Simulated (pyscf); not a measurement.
PySCF, gas phase, ωB97X-D3(BJ)/def2-SVP geometries.

**Question.** water (H₂O) + O=Zr(OH)–Cl -> HO–Zr(OH)(OH)–Cl
Surface: singlet. Broken: H–O. Formed: O–Zr, H–O. Give ΔE‡ and ΔE from ωB97M-D3(BJ)/def2-TZVP, relative to the separated reactants.

**Answer.** ΔE‡ = -93.3 kJ/mol, ΔE = -288.5 kJ/mol. Zero-point energy shifts the barrier by -2.2 kJ/mol. It is an addition across a multiple bond or ene-type step, with an imaginary mode of 1294i cm⁻¹. On the reactant side the descent ends in an adduct with a O–Zr contact, 144.7 kJ/mol under the separated species and 42.0 kJ/mol under the saddle at ωB97X-D3(BJ)/def2-TZVP. At ωB97M-D3(BJ) the saddle lies under the separated reactants, which points to a path from their complex (located at ωB97X-D3(BJ) alone). What is counted as formed (O–Zr) is already present as a longer contact in the reactant adduct; forming that adduct is a step of its own. At the saddle there is also a short H–Zr contact that neither side keeps. At ωB97X-D3(BJ)/def2-TZVP the barrier from the zero used here is -102.7 kJ/mol. One saddle was located; it need not be the lowest between these sides. Elements past Kr carry the def2 core potentials, without spin-orbit coupling.
